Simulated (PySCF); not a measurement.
System: AlF₃, singlet: umbrella (inversion) coordinate, bond length relaxed. Scanned: angle between the Al-F bonds and the threefold axis (90 = planar). Other coordinates (Al-F bond length) were minimised at B3LYP/def2-TZVP.

The free coordinates were minimised at B3LYP/def2-TZVP in PySCF; the energy column is CCSD(T) on RHF/cc-pVDZ, 8 core orbitals frozen (PySCF), in mEh.

```tsv
a / °	Al-F bond length / Å	E
90	1.634	0.0
93	1.635	0.8
96	1.635	3.2
99	1.636	7.3
102	1.637	13.2
105	1.640	20.7
108	1.643	30.1
111	1.646	41.6
114	1.650	55.3
117	1.656	71.3
120	1.664	90.0
123	1.674	111.7
126	1.688	136.8
129	1.706	166.0
132	1.732	200.1
```
